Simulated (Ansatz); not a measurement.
**SiN2H4: up Jacob's ladder to CCSD(T)**

An exercise on one series of results from a longer session: the logs are not shown, and one member is left open.

Method: functionals in def2-TZVPP, the program's frozen cores in correlated methods; program: Ansatz 0.2.0, Gaussian basis.

Plan: LDA (SPW92), PBE-D4, revPBE-D4, BLYP-D4, r2SCAN-D4, B97M-V, PBE0-D4, B3LYP-D4, r2SCANh-D4, r2SCAN0-D4, HSE06-D4, BHLYP-D4, CAM-B3LYP-D4, LC-ωPBE, ωB97X-V, ωB97M-V, B2PLYP, PBE-QIDH; CCSD(T)/def2-SVP; CCSD(T)/def2-TZVPP; MP2/def2-QZVPP; extrapolation to the limit; RPA on PBE.

1 further run of the same task is left out (it didn't finish).

### The geometry

An earlier PBE0-D4 in a triple-zeta def2 set relaxation fixed the geometry.

SMILES `N[Si]N`, 7 atoms, charge 0, spin multiplicity 1.

Atoms are counted from 1 here; the program's logs count them from 0.

Bond lengths: N1–Si2 1.716 Å, N1–H4 1.006 Å, N1–H5 1.009 Å, Si2–N3 1.716 Å, N3–H6 1.009 Å, N3–H7 1.006 Å. Angles: Si2–N1–H4 120.3°, Si2–N1–H5 127.8°, H4–N1–H5 111.9°, N1–Si2–N3 100.2°, Si2–N3–H6 127.8°, Si2–N3–H7 120.3°, H6–N3–H7 111.9°.

As a file:

```xyz
7

N    -1.2184    0.3180   -0.3534
Si   -0.1800   -1.0463   -0.4272
N     1.2248   -0.3983    0.3157
H    -2.1539    0.2637   -0.7206
H    -1.0159    1.2295    0.0297
H     1.3578    0.5331    0.6809
H     2.0469   -0.9677    0.4292
```

The first run:

The input, in.yaml:

```yaml
crystal:
  periodic: [false, false, false]
  atoms:
    - {symbol: N, position_ang: [-1.218366, 0.317985, -0.353355]}
    - {symbol: Si, position_ang: [-0.179970, -1.046295, -0.427165]}
    - {symbol: N, position_ang: [1.224757, -0.398304, 0.315683]}
    - {symbol: H, position_ang: [-2.153868, 0.263686, -0.720632]}
    - {symbol: H, position_ang: [-1.015868, 1.229536, 0.029693]}
    - {symbol: H, position_ang: [1.357754, 0.533141, 0.680891]}
    - {symbol: H, position_ang: [2.046861, -0.967749, 0.429186]}
basis:
  gaussian: {orbitals: def2-TZVPP}
hamiltonian: {xc: lda}
output: {orbitals: {seedname: orbitals}}
```

Run with:

```console
$ ansatz run in.yaml --threads 4 --pin off --events-out ev --progress --plain --max-ram 10444MiB
```

Steps of the session up to this table: LDA; PBE-D4 (GGA); revPBE-D4 (GGA); BLYP-D4 (GGA); r2SCAN-D4 (meta-GGA); B97M-V (meta-GGA); B3LYP-D4 (hybrid); r2SCANh-D4 (hybrid); r2SCAN0-D4 (hybrid); HSE06-D4 (hybrid); BHLYP-D4 (hybrid); CAM-B3LYP-D4 (range-separated); LC-ωPBE (range-separated); ωB97X-V (range-separated); ωB97M-V (range-separated); B2PLYP (double hybrid); PBE-QIDH (double hybrid).

One of the session's tables, all rows but one given; the rest of the session is left out.

It belongs to the step «Frontier levels by functional». 

```
  functional  HOMO (eV)  gap (eV)
 LDA (SPW92)      -5.33      4.11
      PBE-D4      -5.25      4.18
   revPBE-D4      -5.22      4.20
     BLYP-D4      -5.15      4.21
   r2SCAN-D4      -5.44      4.50
      B97M-V      -5.53      4.62
     PBE0-D4      -6.34      6.07
    B3LYP-D4      -6.17      5.72
  r2SCANh-D4          ?         ?
  r2SCAN0-D4      -6.46      6.27
    HSE06-D4      -5.94      5.30
    BHLYP-D4      -7.33      7.96
CAM-B3LYP-D4      -7.65      8.47
     LC-ωPBE      -8.94     10.81
     ωB97X-V      -8.63     10.43
     ωB97M-V      -8.47     10.16
```

Q: Estimate the row for r2SCANh-D4 from the others.

Worked estimate for «HOMO (eV)». Against the share of exact exchange, r2SCAN-D4 (0, -5.44), r2SCAN0-D4 (0.25, -6.46) give a slope of -4.08 per unit share; at 0.1 the line stands at -5.85.

**Answer.** HOMO (eV): -5.85; gap (eV): 5.21. In «HOMO (eV)» the line misses by 0.00.
